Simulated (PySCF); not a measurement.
PySCF input for DMSO (C₂H₆OS), SMILES CS(C)=O, IEF-PCM-ωB97X/def2-SVP. The structure is a stationary point at PBE0-D3(BJ)/def2-SVP.

```python
import numpy as np
from pyscf import gto, scf, dft
from pyscf.solvent import pcm

mol = gto.M(
    atom='''
    C    -0.18451829    0.80109675   -1.35514691
    S     0.44723711   -0.22957972   -0.00000000
    C    -0.18451829    0.80109672    1.35514694
    O    -0.38714055   -1.47678084   -0.00000002
    H     0.05100390    0.26252076   -2.28283180
    H     0.30209213    1.78715898   -1.35697480
    H    -1.27532103    0.88750100   -1.24581982
    H    -1.27532103    0.88750097    1.24581984
    H     0.05100390    0.26252070    2.28283180
    H     0.30209213    1.78715895    1.35697485
    ''',
    basis='def2-SVP',
    charge=0,
    spin=0,
    max_memory=1600,
    verbose=3,
)
mf = dft.RKS(mol, xc='wb97x').density_fit(auxbasis='def2-universal-jkfit')
mf.grids.level = 3
mf.conv_tol = 1e-9
mf.max_cycle = 100
mf.kernel()
res = {}
for name, eps in {'water': 78.355, '2-propanol': 19.264, '1-octanol': 9.8629}.items():
    s = mf.PCM()
    s.with_solvent.method, s.with_solvent.eps, s.with_solvent.lebedev_order = 'IEF-PCM', eps, 29
    s.kernel(mf.make_rdm1())
    res[name] = (s.e_tot, eps, s.dip_moment(), s.mo_energy, s.converged)
    print(f'{name}: electrostatic solvation free energy {(s.e_tot - mf.e_tot) * 627.509474:.3f} kcal/mol')
```

Log of the run:

```
converged SCF energy = -552.892896376979

WARN: PCM is an experimental feature. It is still in testing.
Features and APIs may be changed in the future.

converged SCF energy = -552.907740448123
Dipole moment(X, Y, Z, Debye):  0.91956,  5.27285,  0.00000
water: electrostatic solvation free energy -9.315 kcal/mol

WARN: PCM is an experimental feature. It is still in testing.
Features and APIs may be changed in the future.

converged SCF energy = -552.906800484987
Dipole moment(X, Y, Z, Debye):  0.90306,  5.18726,  0.00000
2-propanol: electrostatic solvation free energy -8.725 kcal/mol

WARN: PCM is an experimental feature. It is still in testing.
Features and APIs may be changed in the future.

converged SCF energy = -552.905681698798
Dipole moment(X, Y, Z, Debye):  0.88434,  5.08660,  0.00000
1-octanol: electrostatic solvation free energy -8.023 kcal/mol
```

The run converged.
